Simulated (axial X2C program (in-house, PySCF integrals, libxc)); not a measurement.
# Nuclear properties of NH⁻

Calculated with an in-house all-electron X2C program for linear molecules (integrals from PySCF): two-component X2C with atomic mean-field Coulomb and Gaunt terms, Gaussian nuclei, basis N dyall-av3z, H dyall-av3z with contracted cores.

R = 1.039 Å (near the PBE0 minimum at charge -1 of the determinant lowest at the starting distance; the state shown can have its own minimum elsewhere).

Determinant lowest in the PBE0 search, Ω = 3/2 (⟨Sz⟩ = 0.50, ⟨Lz⟩ = 1.00 at PBE0), spin on the atoms N 0.50, H 0.00:

```csv
level,Eeff magnitude (GV/cm),Ws magnitude N (kHz),A∥/gI N (MHz),qzz N (a.u.),A∥/gI H (MHz),qzz H (a.u.)
PBE0,0.000358,0.000103,97.4,0.03,7.29,0.38
BP86,0.000352,9.53e-05,90.2,-0.03,7.44,0.38
PBE,0.000258,7.7e-05,93.9,-0.02,7.4,0.38
PBE50,0.000472,0.000133,103,0.09,7.2,0.39
```

Eeff is the effective electric field on the electron electric dipole moment in this Ω state and Ws the scalar–pseudoscalar constant of the nucleus named (defined with the proton number Z and per Ω); A∥ (defined per Ω) follows by multiplying with gI = μI/(I μN); qzz is the electric field gradient, eQq0 = 234.96 MHz × Q/barn × qzz. The operators were transformed with the bare-nucleus X2C matrices; with these basis sets, hyperfine constants and field gradients can be off by tens of per cent, and where levels differ in sign neither size nor sign is settled.

Task: With gI(14N) = 0.4038, gI(1H) = 5.5857 (g factors from the IAEA table of nuclear moments by Stone), turn the PBE0 values of the first state into constants in MHz.

Result: A∥(14N) = 97.4 × 0.4038 = 39.3 MHz; A∥(1H) = 7.29 × 5.5857 = 40.7 MHz.

Each state is one determinant with collinear spin. For an anion, determinants above electron detachment, or with a positive highest level, are held by the basis set. Left out as unconverged or as another state under the same occupation: HF in at least one table. The search compared states at one distance, so a state with another bond length can lie lower. Further determinants of the search, some of them spin-mixed, are not shown. Where a field gradient or hyperfine factor spreads by more than a factor of two over the levels, a constant derived from it is not to be relied on.
